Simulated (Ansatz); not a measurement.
A nudged elastic band was laid between two geometries of C2H6Al (9 atoms, charge -1, multiplicity 1).

Computed with RKS PBE0/def2-SVP (Ansatz 0.2.0).

```
movable images  : 5
climbing image  : yes
spring          : 5.0 eV/Å²
optimiser       : quadratic models (default)
start path      : through a guess of the saddle point
force threshold : 0.05 eV/Å
iteration limit : 60
end points      : relaxed
```

Initial state:

```xyz
9
Properties=species:S:1:pos:R:3
C -0.227 1.063 -0.818
C 0.024 -0.368 -0.429
Al 0.268 -1.120 1.240
H -1.189 1.228 -1.359
H 0.549 1.495 -1.493
H -0.262 1.733 0.062
H 0.060 -1.043 -1.304
H 0.532 -2.717 1.461
H 0.245 -0.271 2.639
```

Final state:

```xyz
9
Properties=species:S:1:pos:R:3
C -0.226 1.063 -0.818
C 0.021 -0.370 -0.429
Al 0.268 -1.119 1.240
H -1.187 1.230 -1.360
H 0.552 1.494 -1.492
H -0.261 1.732 0.062
H 0.053 -1.044 -1.305
H 0.252 -0.269 2.637
H 0.528 -2.717 1.465
```

Question: What changes between the two ends?

Answer: No bond is made or broken. The dihedral C1–C2–Al3–H9 goes from 0 to -180°. The two ends are copies of one structure, up to a mirror image or an exchange of like atoms.

Question: What energy profile does the band end with?

Answer: The run converged. The highest image is number 3 of 0 to 6, 119.6 kJ/mol above the ends, which have the same energy within 2 meV. A vibrational analysis at the climbing image gives one clearly imaginary mode, 1068i cm⁻¹: a first-order saddle point. Limits of this set-up: an anion without diffuse functions.

```
image  path coordinate (Å)  energy (kJ/mol)  dihedral C1–C2–Al3–H9 (°)
    0                 0.00              0.0                          0
    1                 0.85             13.3                         23
    2                 1.69             61.2                         60
    3                 2.54            119.6                         93
    4                 3.39             60.4                        123
    5                 4.25             12.9                        157
    6                 5.10              0.0                       -180
```

Question: What is the geometry of the highest image?

Answer: 
```xyz
9
Properties=species:S:1:pos:R:3:forces:R:3
C -0.278 1.074 -0.875 0.03 0.00 0.00
C 0.052 -0.323 -0.426 -0.02 0.02 0.00
Al 0.292 -1.095 1.239 0.01 -0.01 -0.01
H -1.216 1.181 -1.482 -0.01 0.00 0.00
H 0.502 1.581 -1.504 -0.02 0.00 0.00
H -0.427 1.766 -0.021 0.00 0.00 0.00
H 0.197 -1.029 -1.269 0.00 -0.01 0.01
H 1.690 -1.282 2.125 -0.02 0.00 0.00
H -0.812 -1.873 2.213 0.02 0.01 0.00
```

Question: What are the harmonic wavenumbers there?

Answer: 1068i, 110, 160, 307, 520, 605, 684, 916, 933, 1032, 1117, 1262, 1379, 1425, 1475, 1550, 1659, 2792, 2822, 3005, 3014 cm⁻¹.

The band took 20 iterations and roughly 8 core-minutes.

Run time: 7.6 min on 1 thread of Intel(R) Xeon(R) Processor @ 2.50GHz (Skylake/Cascade Lake), on a shared host, peak memory 0.15 GiB.
